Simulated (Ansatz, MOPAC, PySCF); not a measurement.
System: ozone, O₃, net charge 0, singlet state. SMILES: O=[O+][O-]
Structure (B3LYP-D3(BJ)/def2-TZVP (Ansatz, an electronic-structure program) minimum search):
```xyz
3

O     -0.0102     1.0756    -0.2169
O      0.0093     0.0011     0.4285
O      0.0009    -1.0767    -0.2116
```

Quantity: size of the dipole moment, in D. Conventions: no dispersion term unless named; 6-311+G** with 5d; non-relativistic; PM7 with its own dispersion and hydrogen-bond terms; spin-orbit terms left out; 6-31G* and kin with 6d, 5d where marked. Ab initio and DFT rows: single points at B3LYP-D3(BJ) geometries (Ansatz). Semi-empirical rows: dipoles at the shared geometry.

Measured values: NIST CCCBDB, as tabulated in the package chemicals; dipoles are vibrational averages. 

Value to compare with, the measured value: 0.53 D.

```
level               program  size of the dipole moment (D)  error
------------------  -------  -----------------------------  -----
PM6                   MOPAC                           1.97   1.44
PM7                   MOPAC                           2.60   2.07
SVWN5/6-31G*         Ansatz                           0.58   0.05
PBE/def2-SVP         Ansatz                           0.59   0.06
BLYP/6-31G*          Ansatz                           0.59   0.06
BP86/def2-SVP         PySCF                           0.59   0.06
B3LYP/6-31G*         Ansatz                           0.62   0.09
B3LYP/def2-SVP       Ansatz                           0.63   0.10
B3LYP/6-311+G**      Ansatz                           0.70   0.17
M06-2X/6-31G* (5d)    PySCF                           0.66   0.13
```

Among the 10 habitual levels, PM7 lies farthest from the measured value (2.07 D); 10 of 10 lie above it, and their mean absolute error is 0.42 D, the median 0.10. One case shows no general order.

The levels are drawn from those run, B3LYP/6-31G* more often than the rest, none by its result; runs whose electronic state is in doubt are left out.
